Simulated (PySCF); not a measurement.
**What the low excited states add to the polarisability**

Species: C4H6N2.
SMILES with atom numbers: `[H]/[N:4]=[C:3]([CH:2]=[CH2:1])/[CH:5]=[N:6]\[H]` (hydrogens: H7, H8 on C1; H9 on C2; H10 on N4; H11 on C5; H12 on N6)

Cartesian coordinates in Å at the GFN2-xTB level; atoms count from 1:
```
atom  x, y, z in Å
C1     1.969    0.774   -0.122
C2     0.971   -0.018   -0.492
C3    -0.357   -0.030    0.138
N4    -0.761    0.684    1.106
C5    -1.349   -0.990   -0.419
N6    -2.525   -1.143   -0.010
H7     1.875    1.482    0.688
H8     2.928    0.751   -0.611
H9     1.106   -0.715   -1.310
H10   -0.082    1.339    1.485
H11   -1.019   -1.609   -1.249
H12   -2.755   -0.524    0.770
```

Method used: TDDFT wB97X-D/def2-SVPD, vertical, gas phase, core orbitals frozen in the response in PySCF 2.14.0, density-fitted response routines. GFN2-xTB frequencies show an imaginary mode (50i cm⁻¹), so this geometry is no minimum at that level.

Computed singlets:

```csv
state,E (eV),f
S1,3.88,0.0001
S2,4.23,0.0041
S3,5.28,0.091
S4,6.30,0.269
S5,6.67,0.0017
S6,7.30,0.0002
S7,7.56,0.215
S8,7.57,0.0005
```

Q: How much of the mean static polarisability do these states give, one by one?

A: Each state adds f / ΔE² (ΔE in hartree, 27.2114 eV).

| state | f/ΔE² (au) | running sum (au) | running share of α (%) |
| --- | --- | --- | --- |
| S1 | 0.01 | 0.01 | 0.0 |
| S2 | 0.17 | 0.18 | 0.3 |
| S3 | 2.42 | 2.60 | 4.1 |
| S4 | 5.02 | 7.62 | 12.0 |
| S5 | 0.03 | 7.65 | 12.1 |
| S6 | 0.00 | 7.65 | 12.1 |
| S7 | 2.78 | 10.43 | 16.5 |
| S8 | 0.01 | 10.44 | 16.5 |

The full response gives 63.34 au (9.39 Å³), so 52.9 au comes from the higher roots of the same equations.

Q: By how much does the contribution of these states grow at 632.8 nm?

A: With ω = 0.0720 hartree each state's term in the mean polarisability goes from f / ΔE² to f / (ΔE² − ω²); the sum over all 8 states goes from 10.44 to 11.62 au, a rise of 1.18 au.

The largest single term belongs to S4, which also has the largest f.

Hardware: an Arm Neoverse V1 with one thread (shared host). Cost: 26 s of wall time, 0.71 GiB resident at most.

One conformer stands for the species.
